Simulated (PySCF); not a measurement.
Simulated outer-valence photoelectron spectrum of `FOF` (OF2). The calculation used EOM-IP-CCSD/aug-cc-pVTZ in PySCF, restricted Hartree–Fock reference, frozen core, non-relativistic, gas phase, PBE0-D3(BJ)/def2-SVP geometry.

Each root has a Gaussian of 0.5 eV full width with its one-hole share as area; cross sections and vibrations are left out, and the highest printed point is 100.

```tsv
ionisation energy (eV)	intensity
12.4	0
12.5	2
12.6	5
12.7	12
12.8	24
12.9	39
13.0	50
13.1	51
13.2	42
13.3	28
13.4	15
13.5	6
13.6	2
13.7	1
13.8	0
13.9	0
14.0	0
14.1	0
14.2	0
14.3	0
14.4	0
14.5	0
14.6	0
14.7	0
14.8	0
14.9	0
15.0	0
15.1	0
15.2	0
15.3	0
15.4	0
15.5	0
15.6	1
15.7	4
15.8	11
15.9	25
16.0	48
16.1	74
16.2	94
16.3	100
16.4	91
16.5	75
16.6	64
16.7	60
16.8	57
16.9	49
17.0	36
17.1	21
17.2	10
17.3	4
17.4	1
17.5	0
```

Problem. Where are the maxima, and how many lines lie under the curve?

Solution. 2 maxima, at 13.1 and 16.3 eV, from 4 lines. At this width some lines have no maximum of their own.

Problem. List the lines with their holes.

Solution. 
```csv
E (eV),leading hole (HF orbital),area,Koopmans (eV)
13.06,HOMO,0.95,15.61
16.20,HOMO-2,0.94,18.56
16.34,HOMO-1,0.95,17.81
16.82,HOMO-3,0.94,19.74
```

The widest gap, 3.14 eV, lies between 13.06 and 16.20 eV. Only orbitals with −ε under 21 eV, eight at most, were ionised, so the high end of the curve may lack lines.

The run took 21 min on one thread, Arm Neoverse V1 (aarch64), shared host with 32 logical CPUs at a one-minute load of 8.1, and the process peaked at 2.6 GiB of memory.
